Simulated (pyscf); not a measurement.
Concerted two-bond exchange: `[NH]=[SiH2]` + `[SiH4]` -> `[SiH][NH][SiH3]` [singlet] + `[H][H]`

Gas phase, singlet surface, charge 0. Bonds broken: Si2–H4, Si6–H7. Bonds formed: N1–Si6, H4–H7. Structures and frequencies: ωB97X-D3(BJ)/def2-SVP in PySCF.

Transition state (Å):

```xyz
10

N     -0.6435    -0.7241     0.1530
Si    -2.0903    -0.5531     0.9179
H     -0.0620    -1.5584     0.1808
H     -2.3902     0.8993     0.4541
H     -2.4995    -1.7638     1.6927
Si     0.0435     0.7246    -0.8803
H     -1.4302     1.4159    -0.3291
H     -0.4277     0.9678    -2.2887
H      0.7664     1.8708    -0.2259
H      1.2640    -0.1523    -1.2032
```

One imaginary mode, 1226i cm⁻¹; descent along it reached the two sides named.

| bond | change | reactant side (Å) | saddle | product side |
|---|---|---|---|---|
| Si2–H4 | breaks | 1.479 | 1.554 | 3.3 |
| Si6–H7 | breaks | 1.490 | 1.719 | 3.9 |
| N1–Si6 | forms | 2.9 | 1.907 | 1.759 |
| H4–H7 | forms | 2.8 | 1.342 | 0.761 |

Electronic energies relative to the separated reactants (eV):

```
level                   barrier  reaction energy  reverse barrier
----------------------  -------  ---------------  ---------------
ωB97X-D3(BJ)/def2-TZVP     1.22            -1.02             2.25
PBE/def2-TZVP              0.99            -0.80             1.79
r²SCAN/def2-TZVP           1.06            -0.82             1.88
B3LYP-D3(BJ)/def2-TZVP     1.20            -0.93             2.13
PBE0-D3(BJ)/def2-TZVP      1.01            -0.94             1.95
M06-2X/def2-TZVP           1.24            -1.16             2.40
ωB97M-D3(BJ)/def2-TZVP     1.29            -1.01             2.30
HF/def2-TZVP               2.04            -0.96             3.00
```

With ωB97M-D3(BJ)/def2-TZVP energies and thermal terms (ideal gas, 1 atm, RRHO with modes under 100 cm⁻¹ raised to 100, one conformer, R ln 2 for chiral ones without a mode under 150 cm⁻¹), in eV:

```tsv
T (K)	ΔH‡	ΔG‡	ΔH	ΔG
298	1.27	1.71	-1.02	-0.97
600	1.28	2.16	-0.98	-0.93
900	1.31	2.60	-0.95	-0.92
1200	1.34	3.03	-0.93	-0.91
```

HN=SiH₂ lies 0.79 eV over its isomer H₂N–SiH: [singlet] (electronic energy, ωB97M-D3(BJ)/def2-TZVP). This is the saddle that the search found; another between the same sides may lie lower.
